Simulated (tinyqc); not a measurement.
Inside a calculation. Method: G0W0 on RHF in the sto-3g basis, for H2O, spin multiplicity 1. One step of it, computed by the program tinyqc.

Task: Screening: direct RPA. With D = e_a - e_i and K = (ia|jb): diagonalise D^(1/2) (D + 4K) D^(1/2) = Z w^2 Z^T; X + Y = D^(1/2) Z w^(-1/2), each column of Z with its largest component positive (the first on a tie); E_c = (sum w - tr (D + 2K)) / 2.

orbital energies (hartree): [-20.269078, -1.228111, -0.544975, -0.462402, -0.393760, 0.517049, 0.592151]

Two-electron integrals over orbitals (pq|rs), unique and non-zero (hartree):
```
(11|11) 4.746428    (21|11) -0.424798   (21|21) 0.060202    (22|11) 1.014383
(22|21) -0.014472   (22|22) 0.725207    (31|31) 0.011225    (32|31) 0.017532
(32|32) 0.133532    (33|11) 0.782484    (33|21) -0.004776   (33|22) 0.628355
(33|33) 0.608444    (41|11) 0.179136    (41|21) -0.023179   (41|22) 0.013882
(41|33) 0.006082    (41|41) 0.025032    (42|11) -0.151725   (42|21) 0.008738
(42|22) -0.017398   (42|33) 0.003241    (42|41) 0.017047    (42|42) 0.128276
(43|31) -0.003322   (43|32) 0.023558    (43|43) 0.054779    (44|11) 0.934521
(44|21) -0.011663   (44|22) 0.657389    (44|33) 0.575137    (44|41) -0.008668
(44|42) -0.093884   (44|44) 0.707113    (51|51) 0.025977    (52|51) 0.032947
(52|52) 0.148312    (53|53) 0.027571    (54|51) -0.012965   (54|52) -0.047261
(54|54) 0.050700    (55|11) 1.115355    (55|21) -0.011993   (55|22) 0.751630
(55|33) 0.614017    (55|41) 0.005050    (55|42) -0.081960   (55|44) 0.692156
(55|55) 0.880159    (61|11) -0.199997   (61|21) 0.030590    (61|22) -0.000610
(61|33) 0.000919    (61|41) 0.002184    (61|42) 0.021269    (61|44) -0.016944
(61|55) -0.005350   (61|61) 0.027675    (62|11) 0.274626    (62|21) -0.005792
(62|22) 0.135903    (62|33) 0.073361    (62|41) 0.018706    (62|42) 0.028150
(62|44) 0.062531    (62|55) 0.144480    (62|61) 0.010893    (62|62) 0.098368
(63|31) 0.003221    (63|32) -0.030462   (63|43) -0.033067   (63|63) 0.066864
(64|11) 0.265658    (64|21) -0.003575   (64|22) 0.119114    (64|33) 0.050688
(64|41) 1.43e-06    (64|42) -0.055879   (64|44) 0.131850    (64|55) 0.146180
(64|61) -0.002982   (64|62) 0.057130    (64|64) 0.097473    (65|51) 0.013221
(65|52) 0.051515    (65|54) 0.004214    (65|65) 0.035530    (66|11) 0.809092
(66|21) -0.007582   (66|22) 0.609586    (66|33) 0.561153    (66|41) 0.018526
(66|42) 0.046665    (66|44) 0.553532    (66|55) 0.591052    (66|61) 0.009513
(66|62) 0.098949    (66|64) 0.053797    (66|66) 0.596300    (71|31) 0.014494
(71|32) 0.021509    (71|43) -0.004373   (71|63) 0.003619    (71|71) 0.018746
(72|31) 0.014522    (72|32) 0.049211    (72|43) -0.034681   (72|63) 0.032315
(72|71) 0.017927    (72|72) 0.065198    (73|11) 0.365785    (73|21) -0.007134
(73|22) 0.152749    (73|33) 0.089798    (73|41) -0.000447   (73|42) -0.083907
(73|44) 0.138446    (73|55) 0.197772    (73|61) -0.006284   (73|62) 0.068901
(73|64) 0.101388    (73|66) 0.044770    (73|73) 0.161502    (74|31) -0.009050
(74|32) -0.076743   (74|43) -0.011468   (74|63) 0.050418    (74|71) -0.011642
(74|72) -0.015283   (74|74) 0.074020    (75|53) 0.023700    (75|75) 0.023910
(76|31) 0.007636    (76|32) 0.085103    (76|43) 0.058395    (76|63) -0.058312
(76|71) 0.009551    (76|72) -0.009035   (76|74) -0.061429   (76|76) 0.108752
(77|11) 0.825909    (77|21) -0.008428   (77|22) 0.606846    (77|33) 0.589495
(77|41) 0.004149    (77|42) -0.012900   (77|44) 0.578043    (77|55) 0.604156
(77|61) -0.003254   (77|62) 0.060654    (77|64) 0.045019    (77|66) 0.558043
(77|73) 0.083864    (77|77) 0.595818
```

Give: D^(1/2) (D + 4K) D^(1/2); excitation energies w; X + Y; RPA correlation energy.

Result:

D^(1/2) (D + 4K) D^(1/2) (hartree^2), order 1>6, 1>7, 2>6, 2>7, 3>6, 3>7, 4>6, 4>7, 5>6, 5>7:
```
[[434.364, 0.000, 0.262, 0.000, 0.000, -0.122, -0.054, 0.000, 0.000, 0.000],
 [0.000, 436.755, 0.000, 0.442, 0.068, 0.000, 0.000, -0.218, 0.000, 0.000],
 [0.262, 0.000, 3.732, 0.000, 0.000, 0.388, 0.299, 0.000, 0.000, 0.000],
 [0.000, 0.442, 0.000, 3.788, 0.180, 0.000, 0.000, -0.085, 0.000, 0.000],
 [0.000, 0.068, 0.000, 0.180, 1.412, 0.000, 0.000, 0.213, 0.000, 0.000],
 [-0.122, 0.000, 0.388, 0.000, 0.000, 2.028, 0.428, 0.000, 0.000, 0.000],
 [-0.054, 0.000, 0.299, 0.000, 0.000, 0.428, 1.341, 0.000, 0.000, 0.000],
 [0.000, -0.218, 0.000, -0.085, 0.213, 0.000, 0.000, 1.424, 0.000, 0.000],
 [0.000, 0.000, 0.000, 0.000, 0.000, 0.000, 0.000, 0.000, 0.959, 0.000],
 [0.000, 0.000, 0.000, 0.000, 0.000, 0.000, 0.000, 0.000, 0.000, 1.066]]
```

excitation energies w (hartree): [0.979, 1.033, 1.064, 1.091, 1.277, 1.447, 1.950, 1.969, 20.841, 20.899]

X + Y, order 1>6, 1>7, 2>6, 2>7, 3>6, 3>7, 4>6, 4>7, 5>6, 5>7:
```
[[0.000, 0.000, 0.000, 0.000, 0.000, 0.002, 0.000, -0.002, 0.999, 0.000],
 [0.000, 0.000, 0.000, -0.002, 0.001, 0.000, -0.003, 0.000, 0.000, 0.999],
 [0.000, 0.000, -0.054, 0.000, 0.000, -0.306, 0.000, 0.903, 0.000, 0.000],
 [0.000, 0.000, 0.000, -0.093, -0.034, 0.000, 0.963, 0.000, 0.000, 0.000],
 [0.000, 0.000, 0.000, 0.713, 0.627, 0.000, 0.053, 0.000, 0.000, 0.000],
 [0.000, 0.000, -0.430, 0.000, 0.000, 0.778, 0.000, 0.180, 0.000, 0.000],
 [0.000, 0.000, 0.872, 0.000, 0.000, 0.320, 0.000, 0.108, 0.000, 0.000],
 [0.000, 0.000, 0.000, -0.676, 0.660, 0.000, -0.021, 0.000, 0.000, 0.000],
 [0.964, 0.000, 0.000, 0.000, 0.000, 0.000, 0.000, 0.000, 0.000, 0.000],
 [0.000, 0.977, 0.000, 0.000, 0.000, 0.000, 0.000, 0.000, 0.000, 0.000]]
```

RPA correlation energy = -0.06589 hartree
